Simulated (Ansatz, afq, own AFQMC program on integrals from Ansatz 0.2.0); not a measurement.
Two steps: Ansatz 0.2.0 writes the Fock matrix and Cholesky factors of the valence space, and afq projects on them the lowest state that overlaps trial and start.

```yaml
crystal:
  periodic: [false, false, false]
  atoms:
    - {symbol: Si, position_ang: [0.000000, -0.066010, 1.277710]}
    - {symbol: Al, position_ang: [0.000000, 0.014356, -1.367591]}
    - {symbol: H, position_ang: [0.000000, 1.455013, 1.006599]}
basis:
  gaussian: {orbitals: cc-pVDZ}
magnetization: {spin_polarized: false}
correlation: {method: ccsd_t, electrons: outside_noble_gas, hamiltonian_folder: ham}
```

```sh
$ ansatz run in.yaml --threads 1 --pin off --events-out ev --progress --plain --max-ram 24576MiB --backend cuda --devices 0, --max-vram 18GiB
```

afq runs on the folder ham with

```
--method phaseless --trial cisd --walkers 80 --populations 1 --least-time 40 --time-step 0.02 --steps-per-block 5 --equilibration-blocks 100 --max-blocks 600 --target-error 0.00068 --factor-cut 1e-05 --seed 4277 --taylor-order 4
```

Times are imaginary, in 1/Eh. The walk had a cap of 60 s.

afq prints:

```
orbitals 31  electrons 4 4  factors 223 of 411
reference energy -531.32700382 Eh
CCSD correlation -0.16253422 Eh in 14 cycles, weight of the determinant in the CISD state 0.8393
energy of the start -531.489532 Eh
 block  time / (1/Eh)  mean weight  energy / Eh
     1     0.100  0.9958  -531.488254
     2     0.200  1.0020  -531.487562
     3     0.300  0.9941  -531.487099
     4     0.400  0.9983  -531.486919
     5     0.500  1.0040  -531.487152
    10     1.000  1.0046  -531.489784
    61     6.100  1.0009  -531.499031
   121    12.100  0.9990  -531.492767
   181    18.100  0.9971  -531.493576
   241    24.100  1.0047  -531.495780
   301    30.100  1.0012  -531.493153
   361    36.100  0.9996  -531.493353
   385    38.500  1.0007  -531.487695
   421    42.100  1.0042  -531.493675
   481    48.100  0.9971  -531.499974
   493    49.300  0.9964  -531.497735
blocks merged  error / Eh  count
     1  0.000145  400
     2  0.000195  200
     4  0.000261  100
     8  0.000312  50
    16  0.000329  25
    32  0.000368  12
energy -531.494470 +/- 0.000329 Eh
(rows thinned)
```

The run passed its tests (sampling time, drift between the halves within three errors, error under three times the target), which doesn't prove that it has relaxed.

Against this walk (error 9.0 meV) on the same determinant: CCSD(T) 4.9 meV lower (within the noise), CCSDT(Q) 66.1 meV lower, CCSDTQ 71.2 meV lower, a separate phaseless walk with a CISD trial and standard settings 22.2 ± 9.3 meV lower. The error is statistical and leaves out the bias of the constraint. CCSDTQ is the surest value here, so the walk's 71 meV above it is most likely the bias of the constraint with this trial, which can have either sign, or comes from the drawn settings.

Cautions: constraint bias not in the error; another spin lies lower (by 452 meV); restricted determinant unstable towards unrestricted (UHF 691 meV lower, ⟨S²⟩ 1.13); CCSDTQ on the UHF determinant differs (436 meV lower), perhaps since the unrestricted series falls towards higher spin; the time-step error isn't removed.

The walk took 7.6 s on 1 × NVIDIA H100 80GB HBM3 with 2 threads of AMD EPYC 7R13 Processor (Zen 3) (shared host) (the card was shared). The log's last line is the phaseless energy.

CCSDT and higher add their correlation energy to the determinant of the CCSD(T) run, since their own runs factorise the integrals more tightly (a shift of under 2 meV). A walk keeps the symmetry of its determinant, which the program's search chose and which needn't be the lowest solution, so a lower state of the same spin and another symmetry isn't excluded.
